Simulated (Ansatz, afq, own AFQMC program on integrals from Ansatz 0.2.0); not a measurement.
**Re, sextet in def2-SVP, levels against full CI**

A free Re atom.

Basis def2-SVP with its core potentials. Only valence electrons are correlated. Integrals, coupled cluster, full CI and functionals: Ansatz 0.2.0; the random walks run on the same integrals in our own AFQMC program. The CISD trial takes its coefficients from CCSD amplitudes. Released means that phaseless walkers are propagated on without the constraint, phases kept. Free AFQMC starts from the CCSD state and is never constrained. Its projection time is finite, and what remains of the start isn't in its error. Uncertainties: one standard error, sampling alone. No spin–orbit coupling. The metal's outer-core s and p shells are frozen, which shifts wave-function levels against functionals.

Determinant: UHF, the one that the program's search chose, which needn't be the lowest solution.

Full CI on the same integrals is exact in this basis and with this determinant's frozen core.

Cautions: no spin-orbit coupling; outer-core shells of the metal frozen.

```
T1 diagnostic                               : 0.0184
weight of the determinant in the CISD state : 0.934
⟨S²⟩ of the determinant                     : 8.797
size of the correlated space                : 7 electrons in 28 orbitals
```

Reference: full CI, correlation energy -2.694 eV. The released energy is read at 1.50 1/Eh (meV from the phaseless value at times in 1/Eh: -2.3 ± 0.8 at 0.24, -2.7 ± 0.8 at 0.50, -2.8 ± 0.6 at 1.00, -2.7 ± 0.7 at 1.50).

```json
{"level": "HF", "E − E(reference) (kJ/mol)": "260.0", "share of correlation (%)": "0.00"}
{"level": "MP2", "E − E(reference) (kJ/mol)": "32.7", "share of correlation (%)": "87.41"}
{"level": "CCSD", "E − E(reference) (kJ/mol)": "6.3", "share of correlation (%)": "97.59"}
{"level": "CCSD(T)", "E − E(reference) (kJ/mol)": "1.3", "share of correlation (%)": "99.51"}
{"level": "CCSDT", "E − E(reference) (kJ/mol)": "0.4", "share of correlation (%)": "99.86"}
{"level": "CCSDT(Q)", "E − E(reference) (kJ/mol)": "0.0", "share of correlation (%)": "100.00"}
{"level": "CCSDTQ", "E − E(reference) (kJ/mol)": "0.0", "share of correlation (%)": "100.00"}
{"level": "ph-AFQMC/HF", "E − E(reference) (kJ/mol)": "1.4 ± 1.2", "share of correlation (%)": "99.47"}
{"level": "ph-AFQMC/CISD", "E − E(reference) (kJ/mol)": "0.5 ± 0.1", "share of correlation (%)": "99.80"}
{"level": "released AFQMC", "E − E(reference) (kJ/mol)": "0.3 ± 0.06", "share of correlation (%)": "99.90"}
{"level": "free AFQMC", "E − E(reference) (kJ/mol)": "0.1 ± 0.1", "share of correlation (%)": "99.97"}
```

CCSDT and higher add their correlation energy to the determinant of the CCSD(T) run, since their own runs factorise the integrals more tightly (a shift of under 2 meV). Free projections are given only where their last times agree within the noise and don't stop above the reference; a slow remainder of the start can still hide under it. A walk keeps the symmetry of its determinant, which the program's search chose and which needn't be the lowest solution, so a lower state of the same spin and another symmetry isn't excluded. Released energies are given only where the last usable release times agree within the noise; a slower fall can still hide under it.
